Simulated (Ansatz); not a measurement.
Calculated with Ansatz (gas phase, PBE0-D4/def2-TZVP geometries, no zero-point term in ΔE). CCSD(T)/CBS adds triple-zeta CCSD(T) − MP2 to the extrapolated MP2 energy (def2 sets, frozen cores). This one scheme is used for every species. Functionals use def2-TZVPP. B3LYP here is the variant with VWN-RPA as its local correlation; programs differ in this. One conformer a species, not always the lowest.

Reaction (formal loss of a carbene): `COCCCF` → `CCOC` + `[CH]F`

`COCCCF`:

```xyz
15

C     1.300    1.879   -0.511
O     0.656    0.643   -0.644
C    -0.459    0.524    0.201
C    -1.098   -0.829   -0.010
C    -0.164   -1.960    0.343
F    -0.816   -3.173    0.191
H     0.627    2.712   -0.762
H     2.145    1.888   -1.199
H     1.671    2.032    0.512
H    -0.149    0.644    1.252
H    -1.186    1.321   -0.014
H    -1.995   -0.897    0.612
H    -1.410   -0.928   -1.053
H     0.164   -1.889    1.386
H     0.715   -1.967   -0.304
```

`CCOC`:

```xyz
12

C     0.074   -1.577    0.854
C     0.411   -0.223    0.285
O    -0.701    0.262   -0.424
C    -0.468    1.521   -0.986
H    -0.177   -2.278    0.055
H    -0.780   -1.507    1.530
H     0.924   -1.978    1.411
H     1.282   -0.291   -0.386
H     0.679    0.480    1.089
H    -1.373    1.822   -1.513
H    -0.239    2.272   -0.215
H     0.368    1.497   -1.700
```

`[CH]F`:

```xyz
3

C    -0.120    0.208   -0.449
F     0.713   -0.719   -0.078
H    -0.593    0.511    0.527
```

```
   level  ΔE (kcal/mol)
  PBE-D4           92.1
 PBE0-D4           94.5
B3LYP-D4           88.4
 r2SCANh           93.7
```

Q: What does CCSD(T)/CBS give? (Estimate.)

A: Computed: +89.3 kcal/mol. The listed levels differ from it by 2.8, 5.2, -0.9, 4.4 kcal/mol.

Q: What do rigid-rotor, harmonic-oscillator terms from PBE0-D4/def2-TZVP frequencies (298.15 K, 1 bar) make of the CCSD(T)/CBS value? (An estimate is asked.)

A: Computed: ΔZPE = -5.9 kcal/mol, ΔH = +84.6 kcal/mol, ΔS = 170 J/(mol·K), ΔG = +72.4 kcal/mol.

Largest T1 diagnostic among the species: 0.018.

From PBE to PBE0 (25 % exact exchange), in def2-TZVPP and without D4, ΔE moves by +2.6 kcal/mol. The D4 term adds +2.5 kcal/mol with B3LYP and +1.4 kcal/mol with PBE0; it sums over pairs of atoms, weighted by their polarisabilities, and B3LYP, whose exchange is more repulsive, gets the larger term. In def2-TZVPP, CCSD(T) changes the Hartree–Fock value by +9.1 kcal/mol (the triples alone add +0.5 kcal/mol) and MP2 by +15.5 kcal/mol.
